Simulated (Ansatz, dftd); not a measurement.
Barrier from HF (SMILES F) + CH3 (SMILES [CH3], doublet) to the saddle point below; all geometries are those of the NHTBH38 set.
```xyz
6

H      0.0147     0.0000    -2.0009
F      0.0056     0.0000    -0.7625
C     -0.0066     0.0000     0.9061
H      1.0452     0.0000     1.1498
H     -0.5352     0.9125     1.1382
H     -0.5352    -0.9125     1.1382
```
Charge 0, spin multiplicity 2.

Quantity: barrier height (electronic, no zero-point energy), in kcal/mol. Open shells are spin-unrestricted; no spin-orbit coupling. Cores are frozen in correlated methods. Rows without X2C or -DK are non-relativistic. CBS(X,Y): correlation extrapolated as X^-3, Hartree-Fock from the larger set. A bracket is a step between two methods taken in the basis named. The functionals are non-relativistic, so their misses hold any scalar relativity. Double hybrids freeze cores in their MP2 part. '+ core + X2C': CCSD(T) terms for core correlation (cc-pwCVTZ) and scalar relativity (cc-pVTZ-DK). The UHF reference of CH4F (saddle point or complex, doublet) is spin-contaminated (<S^2> up to 0.07 over the pure value in the sets run).

Published benchmark value: 57.0 kcal/mol (Zhao et al., NHTBH38), a best estimate, not a measurement.

```csv
level,program,barrier height (kcal/mol),difference against that value
HF/aug-cc-pVQZ,Ansatz,73.5,16.5
PBE-D3(BJ)/def2-TZVPD,Ansatz + dftd3,40.1,-16.9
PBE/def2-TZVPD,Ansatz,40.6,-16.4
r2SCANh-D4/def2-TZVPD,Ansatz + dftd4,48.9,-8.1
CAM-B3LYP/def2-TZVPD,Ansatz,50.4,-6.6
B2GP-PLYP-D3(BJ)/def2-TZVPD,Ansatz + dftd3,54.0,-3.0
B2GP-PLYP/def2-TZVPD,Ansatz,54.2,-2.8
MP2/aug-cc-pVTZ,Ansatz,58.9,1.9
CCSD/aug-cc-pVDZ,Ansatz,58.4,1.4
CCSD/aug-cc-pVQZ,Ansatz,60.0,3.0
"CCSD(T)/CBS(aug-cc-pVTZ,aug-cc-pVQZ) + core + X2C",Ansatz,56.9,-0.1
CCSDT(Q)/aug-cc-pVDZ,Ansatz,55.3,-1.7
"CCSD(T)/CBS(aug-cc-pVTZ,aug-cc-pVQZ) + [CCSDT(Q) - CCSD(T)]/aug-cc-pVDZ + core + X2C",Ansatz,56.5,-0.5
```

Ansatz is an electronic-structure program.
